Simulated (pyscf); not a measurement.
PySCF, gas phase, ωB97X-D3(BJ)/def2-SVP geometries.

**Question.** H₂N–SiH₂–Cl + ammonia (NH₃) → H₂N–SiH(NH₂)–Cl + hydrogen (H₂)
Surface: singlet. Broken: H–Si, H–N. Formed: N–Si, H–H. Give ΔE‡ and ΔE from B3LYP-D3(BJ)/def2-TZVP, relative to the separated reactants.

**Answer.** ΔE‡ = 1.51 eV, ΔE = -0.52 eV. ωB97M-D3(BJ)/def2-TZVP gives 1.48 eV and -0.52 eV. Zero-point energy shifts the barrier by -0.01 eV. It is a four-centre exchange, with an imaginary mode of 1465i cm⁻¹. At the saddle there is also a short H–Si contact that neither side keeps. This is the saddle that the search found; another between the same sides may lie lower.
